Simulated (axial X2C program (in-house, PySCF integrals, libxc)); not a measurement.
# LiF: from Re and ωe to a spectrum

A bond curve at the CCSD(T) level, two-component, was computed with an in-house relativistic program for diatomic molecules (basis F dyall-av3z [7s6p3d2f], Li dyall-cv3z [7s8p2d] (cores contracted in-house)) for the state Ω = 0 (closed shell). Its fit gives Re = 1.5812 Å, ωe = 889.0 cm⁻¹, ωexe = 7.86 cm⁻¹ and αe = 1.970e-02 cm⁻¹; the masses are 18.9984 and 7.0160 u. Two-component means X2C with spin–orbit coupling and atomic mean-field Coulomb and Gaunt terms.

Correlated methods: 8 electrons correlated (number of frozen shells: F 1 s; Li 1 s), 170 virtual spin orbitals or spinors in MP2, 82 natural virtuals in coupled cluster.

(1) Find the reduced mass, Be and the force constant.

(2) Give B0, the J = 1←0 line in GHz and the most populated J at 300 K (kT = 208.5 cm⁻¹).

(3) Estimate the centrifugal constant by the Kratzer relation.

(4) Where do the fundamental and the first overtone lie?

(5) Estimate De from a Morse curve and compare with the computed well depth of 5.829 eV to F + Li.

Occupations by symmetry block were frozen at the best pattern of an incomplete PBE0 search. Dissociation energies refer to the lowest single-determinant-based atoms at the same level and basis. CCSD and (T) use frozen natural virtuals with an MP2 correction for the truncation; (T) itself is uncorrected, so its De runs slightly low.

Answers

(1) From the CCSD(T) values: μ = 5.1238 u. Be = 16.8576/(μ Re²) = 1.316 cm⁻¹. k = 5.8918×10⁻⁷ μ ωe² = 2.39 mdyn/Å.

(2) B0 = Be − αe/2 = 1.306 cm⁻¹; 2B0 = 78.31 GHz; J(max) ≈ √(kT/2B0) − 1/2 = 8.4, so J = 8.

(3) D = 4Be³/ωe² = 1.15e-05 cm⁻¹.

(4) ν(1←0) = ωe − 2ωexe = 873.3 cm⁻¹; ν(2←0) = 2ωe − 6ωexe = 1730.8 cm⁻¹.

(5) De(Morse) = ωe²/(4ωexe) = 3.117 eV against 5.829 eV computed, a ratio of 0.53. The extrapolation falls short: long-range attraction (ionic or ion–induced dipole) or a change of character along the curve can cause this.
